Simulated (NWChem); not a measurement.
**Total energies of acetamide (C$_{2}$H$_{5}$NO)**

SMILES: CC(N)=O
```xyz
9

C     -0.7214     1.2063    -0.0013
C      0.1709    -0.0277    -0.0055
N     -0.4991    -1.2212    -0.0224
O      1.3847     0.0352     0.0236
H     -1.1593     1.3490     1.0006
H     -1.5492     1.1214    -0.7231
H     -0.1090     2.0834    -0.2434
H      0.0440    -2.0758     0.0109
H     -1.5077    -1.2830    -0.0355
```
Charge 0, spin multiplicity 1.

Everything below was run with NWChem. The geometry was optimised at B3LYP/def2-SVP, a minimum by its harmonic frequencies. It is one conformer; others weren't searched.

Basis set: def2-TZVP (154 functions).

```
method     total energy (Ha)  relative cost
---------  -----------------  -------------
RHF               -208.06462              1
MP2               -208.82543        under 3
B2PLYP            -209.13555        under 3
PBE               -209.05630        under 3
B3LYP             -209.30915        under 3
BHandHLYP         -209.18116        under 3
```

Total energies of different functionals aren't comparable as a measure of quality: only differences taken within one method are. Relative cost: rough, from shared machines, SCF included, RHF = 1.

The correlated methods keep 4 core orbitals frozen. B3LYP has NWChem's definition, with VWN1-RPA local correlation.
